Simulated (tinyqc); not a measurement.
Hueckel theory of the pi electrons with the omega technique, for the molecule c1c[cH+]1 (SMILES; centres numbered as the heavy atoms are written), step by step. One step of it, computed by the program tinyqc.

Task: Energy, charges, bond orders. E = sum n x; q_r = z_r - P_rr; bond order p = P_rs; free valence = sqrt(3) - sum of p over the bonds of the atom.

x values: 2.333333  -0.666667  -0.666667

occupations: 2.000000  0.000000  0.000000

charge and bond-order matrix P, lower triangle:
```
,1C,2C,3C
1C,0.666667
2C,0.666667,0.666667
3C,0.666667,0.666667,0.666667
```

Centres:
```
centre,"z_r, pi electrons of the neutral centre",h
1C,1,0.000000
2C,1,0.000000
3C,1,0.000000
```

Bonds:
```
i,j,k
1,2,1
2,3,1
3,1,1
```

Give: pi energy = 2 alpha + this times beta; pi charges; Bond orders and lengths from R = 1.517 - 0.180 p; free valence of the carbons; gap between the highest filled and the next level.

Result:

pi energy = 2 alpha + this times beta = 4.6667

pi charges: 1C 0.3333, 2C 0.3333, 3C 0.3333

Bond orders and lengths from R = 1.517 - 0.180 p (angstrom, C-C alone):
```
bond,p,R
1-2,0.6667,1.3970
2-3,0.6667,1.3970
3-1,0.6667,1.3970
```

free valence of the carbons: 1C 0.3987, 2C 0.3987, 3C 0.3987

gap between the highest filled and the next level = 3.0000 |beta|
